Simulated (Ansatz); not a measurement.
Geometry optimisation, RKS PBE/def2-SVPD in Ansatz 0.2.0.

input.yaml

```yaml
crystal:
  periodic: [false, false, false]
  atoms:
    - { symbol: Al, position_ang: [0.0, 0.0, 0.0] }
    - { symbol: "N", position_ang: [0.0, 0.0, 2.27] }
    - { symbol: H, position_ang: [-0.877, -0.2713, 2.8] }
    - { symbol: H, position_ang: [0.877, 0.2713, 2.8] }
    - { symbol: H, position_ang: [1.351, 0.0, -0.78] }
    - { symbol: H, position_ang: [-1.351, 0.0, -0.78] }
    - { symbol: H, position_ang: [-0.2326, 1.7497, 0.5865] }
    - { symbol: H, position_ang: [-0.1826, 1.3735, 1.5699] }
basis:
  gaussian: { orbitals: def2-SVPD }
hamiltonian:
  xc: pbe
relax:
  f_tol: 0.15
  max_steps: 25
  restrain:
    - { distance: [0, 6], at: 2.76, k: 30.0 }
    - { distance: [7, 1], at: 2.26, k: 30.0 }
    - { distance: [0, 1], at: 1.92, k: 30.0 }
    - { distance: [7, 6], at: 0.66, k: 30.0 }
```

Run as:

```bash
$ ansatz run input.yaml --threads 2 --pin off --max-ram 3072MiB --backend cpu --events-out ev --progress --plain --runs-dir out
```

Problem. Where does it end, and by what steps?

Solution. The forces met the threshold. The restraints hold the end off the free minimum. After 7 steps the energy has fallen by 1.470 eV (the restraints' own energy left out); H7 moved furthest, 0.76 Å. Joined: H7–H8 (1.05 → 0.73 Å).

| step | energy less start (eV) | largest force component (eV/Å) | accepted |
| --- | --- | --- | --- |
| 0 | 0.0000 | 2.380 | yes |
| 1 | -0.1489 | 2.865 | yes |
| 2 | -0.4392 | 2.044 | yes |
| 3 | -0.9842 | 1.877 | yes |
| 4 | -1.3752 | 1.487 | yes |
| 5 | -1.4296 | 1.349 | yes |
| 6 | -1.4470 | 1.557 | yes |
| 7 | -1.4696 | 1.513 | yes |

```xyz
8
Properties=species:S:1:pos:R:3
Al 0.015 -0.193 0.195
N 0.014 -0.166 2.071
H -0.803 -0.376 2.646
H 0.866 -0.161 2.632
H 1.430 -0.073 -0.524
H -1.393 -0.321 -0.538
H -0.314 2.486 0.763
H -0.230 1.928 1.221
```

Run time: 9.3 s on 2 threads of Arm Neoverse V2, on a shared host, peak memory 0.14 GiB.
